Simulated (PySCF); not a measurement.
C5H10S.
Atom-mapped SMILES: `[CH3:1][S:2][C@@H:3]1[CH2:4][C@@H:5]1[CH3:6]` (hydrogens: H7, H8, H9 on C1; H10 on C3; H11, H12 on C4; H13 on C5; H14, H15, H16 on C6)

The geometry is computed with GFN2-xTB (gas phase).

(1) What internal coordinates does the optimisation give?

## Answers

(1) 
| bond | length (Å) |
| --- | --- |
| C1–S2 | 1.817 |
| S2–C3 | 1.796 |
| C3–C4 | 1.498 |
| C4–C5 | 1.499 |
| C5–C6 | 1.507 |
| C3–C5 | 1.504 |
| C1–H7, C1–H8, C1–H9 | 1.086 |
| C3–H10 | 1.083 |
| C4–H11 | 1.080 |
| C4–H12 | 1.079 |
| C5–H13 | 1.085 |
| C6–H14, C6–H15, C6–H16 | 1.088 |

Bonds in one row agree within 0.01 Å and their mean is given. A selection of angles:
| angle | degrees |
| --- | --- |
| S2–C1–H7 | 109.3 |
| S2–C1–H8 | 106.9 |
| H7–C1–H8 | 110.1 |
| H7–C1–H9 | 110.6 |
| C1–S2–C3 | 98.5 |
| S2–C3–C4 | 118.6 |
| S2–C3–C5 | 121.1 |
| S2–C3–H10 | 111.4 |
| C4–C3–C5 | 59.9 |
| C4–C3–H10 | 118.4 |
| C5–C3–H10 | 118.7 |
| C3–C4–C5 | 60.2 |
| C3–C4–H11 | 118.4 |
| C3–C4–H12 | 117.0 |
| C5–C4–H11 | 119.8 |
| C5–C4–H12 | 117.3 |
| H11–C4–H12 | 114.0 |
| C4–C5–C6 | 119.5 |
| C4–C5–H13 | 116.8 |
| C6–C5–H13 | 113.9 |
| C3–C5–C4 | 59.9 |
| C3–C5–C6 | 121.2 |
| C3–C5–H13 | 115.4 |
| C5–C6–H14 | 110.2 |
| C5–C6–H15 | 110.8 |
| H14–C6–H15 | 108.2 |
| H14–C6–H16 | 108.6 |

Dihedral angles: C1–S2–C3–C4 157° (antiperiplanar); S2–C3–C4–C5 -111° (anticlinal); C3–C4–C5–C6 111° (anticlinal); S2–C3–C5–C4 107° (anticlinal).

The C–S distances run from 1.796 Å (S2–C3, drawn single) to 1.817 Å (C1–S2, drawn single), a spread of 0.021 Å. The 3-membered ring C3–C4–C5 has internal angles of 59.9° to 60.2°. Of the pairs four or more bonds apart, S2···H16 is among the closest relative to their van der Waals radii: 2.73 Å, 91 % of the sum of Bondi's values.

Point group: C1 (no symmetry element, even within 0.4 Å). Stationary, but not proved a minimum. One conformer, not necessarily the lowest.
